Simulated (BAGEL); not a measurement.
**SiHCl2 (SMILES Cl[SiH]Cl): UHF/STO-3G (density fitting with qzvpp-jkfit)**

What is the vertical doublet–quartet gap of SiHCl2 at UHF/STO-3G (density fitting with qzvpp-jkfit)? 

The results are computed with BAGEL 1.2.2.

6 further runs of the same task are left out: 4 that didn't finish, 2 set aside as unsound or not needed. Runs told in other sessions of the task aren't counted.

## Step 1: The molecule

SiHCl2: 4 atoms, total charge 0, spin state doublet. SMILES: `Cl[SiH]Cl`. The coordinates come from a PBE0-D4/def2-TZVP relaxation.

Bond lengths: Cl1–Si2 2.047 Å, Si2–Cl3 2.047 Å, Si2–H4 1.488 Å. Angles: Cl1–Si2–Cl3 110.2°, Cl1–Si2–H4 108.0°, Cl3–Si2–H4 108.0°.

## Step 2: The energy at UHF/STO-3G (density fitting with qzvpp-jkfit)

calc.json reads:

```json
{ "bagel": [

{
  "title": "molecule",
  "basis": "sto-3g",
  "df_basis": "qzvpp-jkfit",
  "angstrom": true,
  "geometry": [
    { "atom": "Cl", "xyz": [   -1.646600,    0.177800,    0.889400 ] },
    { "atom": "Si", "xyz": [    0.187600,   -0.414200,    0.200000 ] },
    { "atom": "Cl", "xyz": [    0.250900,   -0.281300,   -1.841700 ] },
    { "atom": "H", "xyz": [    1.208200,    0.517700,    0.752400 ] }
  ]
},
{ "title": "uhf", "nopen": 1 },
{ "title": "print", "file": "orbitals.molden", "orbitals": true }

]}
```

Started as:

```sh
$ BAGEL_NUM_THREADS=1 BAGEL calc.json > calc.out
```

Log:

```text
* using 1 threads per process

  ===============================================================
  ===============================================================

  *** Geometry ***

  { "atom" : "Cl", "xyz" : [     -3.111623,      0.335993,      1.680722 ] },
  { "atom" : "Si", "xyz" : [      0.354513,     -0.782725,      0.377945 ] },
  { "atom" : "Cl", "xyz" : [      0.474132,     -0.531580,     -3.480309 ] },
  { "atom" : "H", "xyz" : [      2.283167,      0.978311,      1.421830 ] },

  Number of auxiliary basis functions:      402

  Since a DF basis is specified, we compute 2- and 3-index integrals:
    o Being stored without compression. Storage requirement is 0.003 GB

  Number of basis functions:       28
  Number of electrons      :       49

    * METHOD: MOLECULE                             0.10

  *** Open-shell HF ***

  === Nuclear Repulsion ===
   179.8372231575

      * DIIS with orbital gradients will be used.

  === UHF iteration (sto-3g) ===
      0      -1195.33672330          0.02206162           0.03
      1      -1195.40134261          0.00397564           0.03
      2      -1195.40478712          0.00143549           0.03
      3      -1195.40555961          0.00065570           0.03
      4      -1195.40583006          0.00011853           0.03
      5      -1195.40586958          0.00003625           0.03
      6      -1195.40587606          0.00001760           0.03
      7      -1195.40587847          0.00000418           0.03
      8      -1195.40587851          0.00000115           0.03
      9      -1195.40587852          0.00000064           0.03
     10      -1195.40587852          0.00000013           0.03
     11      -1195.40587852          0.00000003           0.03
     12      -1195.40587852          0.00000001           0.03
    * SCF iteration converged.

    * S^2 (UHF) is 0.7519

    * Permanent dipole moment:
           (   -0.912827,     0.498164,    -0.718056) a.u.

    * METHOD: UHF                                  0.42

    * METHOD: PRINT                                0.00

  ===============================================================
```

Wall time 0.66 s (1 thread of Arm Neoverse V1, shared host); peak memory 0.083 GiB.

## Step 3: The quartet at the same level

input.json reads:

```json
{ "bagel" : [

{
  "title" : "molecule",
  "basis" : "sto-3g",
  "df_basis" : "qzvpp-jkfit",
  "angstrom" : "true",
  "geometry" : [
    { "atom" : "Cl", "xyz" : [      -1.646600,       0.177800,       0.889400 ] },
    { "atom" : "Si", "xyz" : [       0.187600,      -0.414200,       0.200000 ] },
    { "atom" : "Cl", "xyz" : [       0.250900,      -0.281300,      -1.841700 ] },
    { "atom" : "H", "xyz" : [       1.208200,       0.517700,       0.752400 ] }
  ]
},

{
  "title" : "uhf",
  "nopen" : 3
},

{
  "title" : "print",
  "file" : "orbitals.molden",
  "orbitals" : "true"
}

]}
```

Started as:

```sh
$ BAGEL_NUM_THREADS=1 BAGEL input.json > input.out
```

Log:

```text
* using 1 threads per process

  ===============================================================
  ===============================================================

  *** Geometry ***

  { "atom" : "Cl", "xyz" : [     -3.111623,      0.335993,      1.680722 ] },
  { "atom" : "Si", "xyz" : [      0.354513,     -0.782725,      0.377945 ] },
  { "atom" : "Cl", "xyz" : [      0.474132,     -0.531580,     -3.480309 ] },
  { "atom" : "H", "xyz" : [      2.283167,      0.978311,      1.421830 ] },

  Number of auxiliary basis functions:      402

  Since a DF basis is specified, we compute 2- and 3-index integrals:
    o Being stored without compression. Storage requirement is 0.003 GB

  Number of basis functions:       28
  Number of electrons      :       49

    * METHOD: MOLECULE                             0.10

  *** Open-shell HF ***

  === Nuclear Repulsion ===
   179.8372231575

      * DIIS with orbital gradients will be used.

  === UHF iteration (sto-3g) ===
      0      -1194.97931950          0.01467241           0.03
      1      -1195.01801934          0.00288331           0.03
      2      -1195.02170773          0.00178712           0.03
      3      -1195.02373614          0.00119808           0.03
      4      -1195.02508642          0.00071391           0.03
      5      -1195.02580928          0.00052661           0.03
      6      -1195.02641914          0.00020553           0.03
      7      -1195.02643406          0.00008835           0.03
      8      -1195.02643955          0.00006970           0.03
      9      -1195.02644481          0.00005052           0.03
     10      -1195.02644639          0.00005714           0.03
     11      -1195.02644181          0.00002366           0.03
     12      -1195.02644179          0.00000738           0.03
     13      -1195.02644188          0.00000468           0.03
     14      -1195.02644191          0.00000334           0.03
     15      -1195.02644193          0.00000240           0.03
     16      -1195.02644195          0.00000138           0.03
     17      -1195.02644195          0.00000097           0.03
     18      -1195.02644195          0.00000060           0.03
     19      -1195.02644195          0.00000042           0.03
     20      -1195.02644195          0.00000044           0.03
     21      -1195.02644195          0.00000041           0.03
     22      -1195.02644195          0.00000037           0.03
     23      -1195.02644195          0.00000034           0.03
     24      -1195.02644195          0.00000033           0.03
     25      -1195.02644195          0.00000033           0.03
     26      -1195.02644195          0.00000033           0.03
     27      -1195.02644195          0.00000032           0.03
     28      -1195.02644195          0.00000030           0.03
     29      -1195.02644195          0.00000030           0.03
     30      -1195.02644195          0.00000029           0.03
     31      -1195.02644195          0.00000029           0.03
     32      -1195.02644195          0.00000029           0.03
     33      -1195.02644195          0.00000028           0.03
     34      -1195.02644195          0.00000028           0.03
     35      -1195.02644195          0.00000028           0.03
     36      -1195.02644195          0.00000028           0.03
     37      -1195.02644195          0.00000028           0.03
     38      -1195.02644195          0.00000030           0.03
     39      -1195.02644195          0.00000024           0.03
     40      -1195.02644195          0.00000013           0.03
     41      -1195.02644195          0.00000007           0.03
     42      -1195.02644195          0.00000006           0.03
     43      -1195.02644195          0.00000005           0.03
     44      -1195.02644195          0.00000004           0.03
     45      -1195.02644195          0.00000003           0.03
     46      -1195.02644195          0.00000003           0.03
     47      -1195.02644195          0.00000001           0.03
     48      -1195.02644195          0.00000001           0.03
    * SCF iteration converged.

    * S^2 (UHF) is 3.7674

    * Permanent dipole moment:
           (   -0.740111,     0.489728,    -0.597040) a.u.

    * METHOD: UHF                                  1.43

    * METHOD: PRINT                                0.00

  ===============================================================
```

Wall time 1.7 s (1 thread of Arm Neoverse V1, shared host); peak memory 0.083 GiB.

## Step 4: What came out

Level: UHF/STO-3G (density fitting with qzvpp-jkfit).

| quantity | value |
| --- | --- |
| doublet: total energy | -1195.40588 Eh |
| doublet: dipole moment | 3.21 D |
| doublet: ⟨S²⟩ | 0.752 |
| quartet: total energy | -1195.02644 Eh |
| quartet: dipole moment | 2.72 D |
| quartet: ⟨S²⟩ | 3.767 |
| vertical energy of the quartet above the doublet | 10.325 eV |

In words: At this shape the quartet lies 10.32 eV (238 kcal/mol) above the doublet. In a minimal basis such a difference can be off by several eV, whatever the method.
